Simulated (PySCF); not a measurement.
Compound: C5H8S.
Z-matrix (Å and degrees, PBE0-D3(BJ)/def2-SVP geometry), rows numbered from 1:
```
C 
C   1  1.3420
C   2  1.4483  1  124.53
C   3  1.3492  2  125.37  1   179.90
S   4  1.7478  3  125.16  2    -0.14
C   5  1.8039  4  100.37  3   179.64
H   1  1.0946  2  121.22  3    -0.05
H   1  1.0922  2  121.54  3   179.96
H   2  1.0970  1  118.77  3  -179.96
H   3  1.0950  2  117.31  1    -0.10
H   4  1.0946  3  119.76  2   179.95
H   6  1.0995  5  111.35  4    61.86
H   6  1.0995  5  111.36  4   -61.47
H   6  1.0984  5  106.47  4  -179.81
```

Computed with PySCF at CAM-B3LYP/def2-SVPD, non-relativistic, on one gas-phase PBE0-D3(BJ)/def2-SVP geometry that isn't relaxed in the solvent. The solvent is an IEF-PCM continuum (van der Waals radii × 1.2), and excitations are vertical TDDFT with non-equilibrium linear response and a frozen core. Specific hydrogen bonds and non-electrostatic terms are outside this model.

Gas-phase singlets (H = HOMO, L = LUMO):

| state | E (eV) | λ (nm) | f | leading configuration |
| --- | --- | --- | --- | --- |
| S1 | 4.668 | 266 | 0.492 | H→L 97% |
| S2 | 5.289 | 234 | 0.001 | H→L+1 55% |
| S3 | 5.678 | 218 | 0.002 | H→L+3 44% |
| S4 | 5.966 | 208 | 0.024 | H→L+2 71% |
| S5 | 6.426 | 193 | 0.000 | H→L+4 43% |

Q: What are the lowest 5 singlets in benzene (ε = 2.271)?

A: 
```json
{"state": "S1", "E (eV)": "4.477", "λ (nm)": "277", "f": "0.625", "leading configuration": "H→L 98%", "change by rank (eV)": "-0.191"}
{"state": "S2", "E (eV)": "5.350", "λ (nm)": "232", "f": "0.001", "leading configuration": "H→L+1 53%", "change by rank (eV)": "+0.061"}
{"state": "S3", "E (eV)": "5.703", "λ (nm)": "217", "f": "0.009", "leading configuration": "H→L+3 56%", "change by rank (eV)": "+0.025"}
{"state": "S4", "E (eV)": "5.996", "λ (nm)": "207", "f": "0.025", "leading configuration": "H→L+2 94%", "change by rank (eV)": "+0.030"}
{"state": "S5", "E (eV)": "6.482", "λ (nm)": "191", "f": "0.000", "leading configuration": "H→L+4 48%", "change by rank (eV)": "+0.056"}
```

Q: The ground-state energy changes by -0.079 eV from gas to benzene. By how much does the total energy of gas-phase S1 change?

A: E(S1) = E(S0) + excitation energy, so it changes by -0.079 − 0.191 = -0.270 eV: it is lowered more than the ground state, which is what a red shift means. This is the vertical state, with the slow part of the continuum still set for S0.

Q: How do the frontier levels move from gas to benzene?

A: 
| orbital | gas (eV) | solvent (eV) | change (eV) | Löwdin shares, gas | Löwdin shares, solvent |
| --- | --- | --- | --- | --- | --- |
| LUMO+2 | 1.57 | 1.62 | +0.05 | S5 61 %, H11 9 %, H10 6 %, C3 5 % | S5 67 %, H9 7 %, H11 5 % |
| LUMO+1 | 1.17 | 1.29 | +0.12 | S5 48 %, C6 16 %, H14 9 %, H12 8 % | S5 51 %, C6 15 %, H14 9 %, H12 7 % |
| LUMO | 0.13 | 0.13 | 0.00 | C1 24 %, C4 24 %, C2 16 %, C3 14 % | C1 24 %, C4 24 %, C2 16 %, C3 14 % |
| HOMO | -7.03 | -7.03 | 0.00 | S5 34 %, C3 18 %, C4 16 %, C1 13 % | S5 34 %, C3 18 %, C4 16 %, C1 13 % |
| HOMO-1 | -9.19 | -9.20 | -0.01 | S5 28 %, C2 22 %, C1 20 %, C4 11 % | S5 28 %, C2 22 %, C1 20 %, C4 11 % |
| HOMO-2 | -10.32 | -10.28 | +0.04 | S5 47 %, C4 13 %, C6 10 %, C2 6 % | S5 47 %, C4 13 %, C6 10 %, C2 6 % |
| HOMO-3 | -11.17 | -11.17 | 0.00 | C3 26 %, C4 24 %, C2 18 %, S5 10 % | C3 26 %, C4 24 %, C2 18 %, S5 10 % |

The HOMO–LUMO gap goes from 7.16 to 7.17 eV.
